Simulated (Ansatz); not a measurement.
An Ansatz input:

```yaml
crystal:
  lattice:
    - [12.0, 0.0, 0.0]
    - [0.0, 12.3, 0.0]
    - [0.0, 0.0, 12.6]
  atoms:
    - { symbol: F, position: [0.5, 0.5, 0.4434948435] }
    - { symbol: F, position: [0.5, 0.5, 0.5565051565] }
hamiltonian:
  xc: rpbe
  pseudopotentials:
    kind: paw
    azcp:
      F: "pseudopotentials/F.paw.azcp"
basis:
  ecutwfc: 420
  fft_grid_basis: typed
kpoints:
  mp_grid: { grid: [1, 1, 1], shift: [0, 0, 0] }
magnetization:
  spin_polarized: false
scf:
  occupations: { method: fermi_dirac, width: 0.01 }
```

Output

```
Engine: ansatz 0.2.0, x86_64-unknown-linux-gnu
Pseudopotentials: kind: paw
Pseudopotential: F, paw, valence charge 7, recommended cutoff 420 eV (normal) 
Functional definition: RPBE
  parameter kappa = 0.804
  parameter beta = 0.06672455060314922
  exchange = rpbe_x(kappa = kappa, mu = beta*pi^2/3)
  correlation = pbe_c(beta = beta)
Crystal: 2 atoms, lattice volume = 1859.760 Å³
Basis set: ecut = 420 eV, 36331 PW (Γ)
Bands: 11, of which v1, the nominal top of the filled ones, is band 7 counted from 1 (6 counted from 0)
Symmetry: 8 space group operations
Space group: Pmmm (ITA 47), of the structure as read, at distance tolerance 1.2e-4 Å
k-points: 1
Non-local potential: F, projectors of the file, l = 0: 2, l = 1: 2, l = 2: 1
PAW form: soft (Blöchl's): semilocal exchange-correlation on the pseudo side does not see the compensation charge
PAW frozen core: F, regenerated for the run's functional, and the local potential with it (the file was generated under x = pbe(κ = 0.804, μ = 0.2195149727645171), c = pbe(β = 0.06672455060314922))
PAW one-centre angular grid: F, 110 points (default); XC on 64 Gauss nodes
Initial density: superposition of atomic densities (neutral atoms: chi_scale 0, normalization atom), corrected by the library's trained network
Initial wavefunctions: pseudopotential atomic-orbital guess
Functional: x = rpbe, c = pbe(β = 0.06672455060314922)
SCF iter   1: F=—  HF=-1615.586350 eV  |F-HF|=—  |Δ(HF+E_count)|=         —  Δρ=2.98e-4  dr2=3.05e-4  ethr=1.77e-3  ⟨swp⟩=5.0  Hψ=69  notcnv=0
SCF iter   2: F=—  HF=-1615.587671 eV  |F-HF|=—  |Δ(HF+E_count)|=   1.32e-3  Δρ=1.62e-4  dr2=8.45e-5  ethr=2.18e-6  ⟨swp⟩=4.0  Hψ=35  notcnv=0
SCF iter   3: F=—  HF=-1615.588544 eV  |F-HF|=—  |Δ(HF+E_count)|=   8.73e-4  Δρ=4.38e-5  dr2=1.46e-5  ethr=6.04e-7  ⟨swp⟩=4.0  Hψ=28  notcnv=0
SCF iter   4: F=—  HF=-1615.588541 eV  |F-HF|=—  |Δ(HF+E_count)|=   2.97e-6  Δρ=1.14e-5  dr2=7.71e-7  ethr=1.04e-7  ⟨swp⟩=2.0  Hψ=20  notcnv=0
SCF iter   5: F=—  HF=-1615.588542 eV  |F-HF|=—  |Δ(HF+E_count)|=   4.22e-7  Δρ=6.43e-6  dr2=2.39e-7  ethr=5.51e-9  ⟨swp⟩=1.0  Hψ=11  notcnv=0
SCF iter   6: F=-1615.588542 eV  HF=-1615.588542 eV  |F-HF|=1.02e-8  |Δ(HF+E_count)|=   1.21e-7  Δρ=7.84e-7  dr2=3.83e-9  ethr=7.14e-10  ⟨swp⟩=2.0  Hψ=22  notcnv=0
SCF 1 converged in 6 iterations: F = -1615.588542 eV  dr2 = 3.83e-9
SCF converged after 6 iterations
Free energy (F): -1615.588542 eV
Harris-Foulkes:  -1615.588542 eV  (|F-HF|=1.02e-8)
Internal energy: -1615.588542 eV  (E = F + TS)
E sigma→0 (E₀):  -1615.588542 eV
Fermi energy:    -7.558349 eV
--- Per-component energies (eV) ---
  E_band       = -241.196822
  E_kinetic    = 404.122744
  E_local      = -3092.659191  (includes V_loc(G=0)·N_el)
  E_nonlocal   = 144.779122
  E_hartree    = 1315.278921
  E_xc         = -157.472971
  E_vxc        = -200.740401  (∫ρ·V_xc dr)
  E_paw        = -401.191078  (= ΣΔE_a)
  E_vpaw       = -127.260903  (= ΣTr[D̂ρ^β])
  E_aug_tail   = 0.004026  (compensation charges beyond the density's cutoff)
  E_ewald      = 171.595503
  E_core_change = -0.045618  (= ΣΔE_core)
  E_smearing   = -0.000000  (= −TS)
  E_closure    = 0.000000  (closes the sum)
  Σ components = -1615.588542   (vs F -1615.588542, Δ=0.00e0)
```
